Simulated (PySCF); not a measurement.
**Partial charges of silanethione**

Species: silanethione, H2SSi.
Cartesian coordinates in Å at the GFN2-xTB level; atoms count from 1:
```xyz
4
H2SSi angstrom
Si    -0.0695    0.0051   -0.2178
S      1.9008   -0.1067   -0.3572
H     -0.8864    1.1126   -0.6866
H     -0.9347   -1.0063    0.3671
```

Density: PBE0/pcSseg-1 (PySCF); schemes: Mulliken, IAO, Hirshfeld and ESP-fitted. Geometry: GFN2-xTB; no solvent, vibrations or thermal averaging.

Problem. At which atom do the 4 schemes differ most?

Solution. At Si1: from +0.375 (Hirshfeld) to +0.635 e (IAO), 0.260 e apart.

Problem. Do the Mulliken, IAO, Hirshfeld and ESP-fitted schemes agree on where the charge is highest?

Solution. All schemes agree: Mulliken Si1 (+0.488); IAO Si1 (+0.635); Hirshfeld Si1 (+0.375); ESP-fitted Si1 (+0.395).

Problem. Give the atomic charges in each scheme.

Solution. In e:

| atom | environment | Mulliken | IAO | Hirshfeld | ESP-fitted |
| --- | --- | --- | --- | --- | --- |
| Si1 | silicon bonded to S and 2 H | +0.488 | +0.635 | +0.375 | +0.395 |
| S2 | sulfur bonded to Si | -0.373 | -0.399 | -0.262 | -0.346 |
| H3 | Si–H hydrogen | -0.057 | -0.118 | -0.057 | -0.025 |
| H4 | Si–H hydrogen | -0.057 | -0.118 | -0.057 | -0.024 |

Mean size of the charges over all atoms: IAO 0.317 e, Mulliken 0.244 e, ESP-fitted 0.198 e, Hirshfeld 0.188 e. Each set sums to the total charge, 0, to within 0.001 e. The Mulliken scheme gives each basis function's population to the atom it is centred on and halves the overlap population of two atoms between them.

Problem. How many electrons does the Hirshfeld scheme count on S2?

Solution. Z − q = 16 − (-0.262) = 16.262.

Problem. Sum the charges by element, for elements with more than one atom.

Solution. 
```json
{"element": "H", "atoms": "2", "Mulliken": "-0.114", "IAO": "-0.235", "Hirshfeld": "-0.114", "ESP-fitted": "-0.049"}
```

The run behind these numbers computed NMR shieldings as well. Hardware: one thread of an x86-64 server, on a shared host. Cost: 2.2 s.
